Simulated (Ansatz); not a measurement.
System: zinc-blende MgTe (metastable phase). Method: PBE+SOC in Ansatz (plane waves, PAW).

Numerical settings: plane-wave cutoff 520 eV, 10×10×10 k mesh, Fermi–Dirac smearing 0.01 eV, PAW data made under PBE.

On both sides of the equilibrium volume: at 33.803 Å³/atom the pressure is 0.71 GPa and the direct gap at Γ 2.152 eV; at 35.183 Å³/atom they are -0.64 GPa and 1.981 eV. The fitted bulk modulus is 33.7 GPa.

Problem. Work out the volume deformation potential of this gap and its pressure coefficient, in two ways.

Solution. a_V = dE_g/d ln V = (1.981 − 2.152)/ln(35.183/33.803) = -4.27 eV. Since dP = −B d ln V, dE_g/dP = −a_V/B = 127 meV/GPa. Straight from the pressures: (2.152 − 1.981)/(0.71 − (-0.64)) = 127 meV/GPa. At this level and over this range the gap at Γ widens under pressure.

Ansatz is an electronic-structure program.
